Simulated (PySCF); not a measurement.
Excitations are Tamm–Dancoff values on a coarser integration grid.

**C$_{3}$H$_{4}$, SMILES `C=C=C` (charge 0, multiplicity 1)**

Calculation: PBE-D3(BJ)/def2-TZVPD // PBE0-D4/def2-TZVPD in PySCF.

```
Quantity                                      Result
----------------------  ----------------------------
HOMO                                        -6.56 eV
dipole moment                                 0.00 D
LUMO                                        -0.75 eV
HOMO–LUMO gap                                5.81 eV
S1 excitation (TDA)                          5.82 eV
S1 oscillator strength                         0.000
T1 excitation (TDA)                          4.71 eV
S1–T1 gap (TDA)                              1.11 eV
total energy                            -116.5429 Ha
cost                    very roughly 60 core-seconds
```

Bonded distances (Å): C1–C2 1.299, C1–H4 1.085, C1–H5 1.085, C2–C3 1.299, C3–H6 1.085, C3–H7 1.085. Bond angles (°): C2–C1–H4 121.1, C2–C1–H5 121.1, H4–C1–H5 117.7, C1–C2–C3 180.0, C2–C3–H6 121.1, C2–C3–H7 121.1, H6–C3–H7 117.7.
